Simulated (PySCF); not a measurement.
SiB⁻: energy against distance

Set-up: basis Si aug-cc-pV(D+d)Z, B aug-cc-pVDZ; no relativity; PySCF 2.14. Energies in eV from Si⁻ + B in their ground configurations at the same level. State: ³Π (triplet), unpaired electrons σ ↑, π ↑.

```json
{"R (Å)": "1.613", "PBE0": "-2.620"}
{"R (Å)": "1.688", "PBE0": "-3.157"}
{"R (Å)": "1.762", "PBE0": "-3.455"}
{"R (Å)": "1.819", "PBE0": "-3.560"}
{"R (Å)": "1.875", "PBE0": "-3.587"}
{"R (Å)": "1.931", "PBE0": "-3.554"}
{"R (Å)": "2.006", "PBE0": "-3.440"}
{"R (Å)": "2.100", "PBE0": "-3.223"}
{"R (Å)": "2.212", "PBE0": "-2.898"}
{"R (Å)": "2.362", "PBE0": "-2.426"}
```

Q: Put a parabola through the three lowest points of the PBE0 curve and estimate Re, k and ωe (reduced mass 7.9 u; 1 eV/Å² = 0.16022 mdyn/Å; ωe = 1302.8·√(k/μ) cm⁻¹).

A: Through R = 1.819, 1.875, 1.931 Å the second-order coefficient is 9.57 eV/Å², so Re ≈ 1.872 Å, k ≈ 3.07 mdyn/Å and ωe ≈ 812 cm⁻¹. A polynomial fit of higher order to the unrounded PBE0 energies gives Re = 1.870 Å, k = 3.11 mdyn/Å, ωe = 818 cm⁻¹; anharmonicity and rounding make the difference.

The higher-order fit for each curve: PBE0: Re = 1.870 Å, ωe = 818 cm⁻¹, De = 3.59 eV.

For an ion De counts to the pair picked by the measured ionisation energies or electron affinities, which need not be the lowest pair at this level. The highest Kohn–Sham level is positive in this anion. Much of that is self-interaction error, but it also means that the finite basis helps to hold the extra electron. The state was picked by a PBE0 search and need not be the measured ground state.
